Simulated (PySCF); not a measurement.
Gas-phase reaction: 2 SiH3 ⇌ Si2H5 + H

Method: PySCF energies (xtb for GFN2) plus ideal-gas RRHO corrections (1 bar). † marks an energy on the PBE0/def2-TZVP geometry and frequencies; other levels use their own. MP2 and CCSD(T) freeze the core. 6-31G* has spherical d functions here. Open shells (unrestricted): SiH3 (multiplicity 2), Si2H5 (multiplicity 2), H (multiplicity 2). GFN2 has no spin-polarisation term. Si2H5: computed as isolated molecules; such fragments, hydroxides, amides, oligomers or adducts are transient or little studied in the gas. MP2 isn't extrapolated to the basis-set limit; its ΔH°(298 K) is 51.3 kJ in def2-SVP and 48.1 kJ in def2-TZVPP. CCSD(T) isn't extrapolated to the basis-set limit; its ΔH°(298 K) is 61.5 kJ in def2-SVP and 57.1 kJ in def2-TZVPP. The harmonic model lacks anharmonicity and excited electronic states, which grow with temperature; levels with a mode under 35 cm⁻¹ are left out. Internal rotation in Si2H5 is treated as a harmonic vibration of one conformer, which makes the entropy rough.

| level | ΔE electronic, kJ | ΔH°(298 K), kJ | ΔS°(298 K), J/K | ΔG°(800 K), kJ |
|---|---|---|---|---|
| CCSD(T)/def2-SVP† | 68 | 61 | -27 | 78 |
| CCSD(T)/def2-TZVPP† | 64 | 57 | -27 | 74 |
| GFN2-xTB | 129 | 119 | -27 | 136 |
| HF/6-31G* | 62 | 54 | -29 | 72 |
| M06-2X/def2-TZVP† | 66 | 59 | -27 | 75 |
| MP2/def2-SVP† | 58 | 51 | -27 | 68 |
| MP2/def2-TZVPP† | 55 | 48 | -27 | 65 |
| PBE/def2-SVP | 51 | 45 | -26 | 61 |
| ωB97M-V/def2-TZVP† | 57 | 50 | -27 | 66 |
ΔH° is lowest at PBE/def2-SVP and highest at GFN2-xTB. No reference value is set beside these.
